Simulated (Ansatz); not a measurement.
Basis-set extrapolation for `[C-]#N` (PBE0-D4/def2-TZVPD geometry, frozen core, Ansatz 0.2.0). Multiplicity 1, RHF reference.

```tsv
	def2-TZVPPD	def2-QZVPPD
HF	-92.344373	-92.348493
MP2 correlation	-0.343597	-0.365612
CCSD(T) correlation	-0.364435	-0.383986
```

Energies in hartree. Use E(X) = E(∞) + A·exp(−7.88·√X) for Hartree–Fock and E(X) = E(∞) + B·X^(−2.97) for correlation, with X = 3 and 4.

**Question.** What is the CCSD(T) energy at the basis-set limit?

**Answer.** HF limit: -92.348493 + (-0.004120) × 0.13774 = -92.34906. Correlation limit: -0.383986 + (-0.019551) × 0.74074 = -0.39847. Total: -92.74753 hartree, 101.7 kJ/mol below CCSD(T)/def2-TZVPPD.
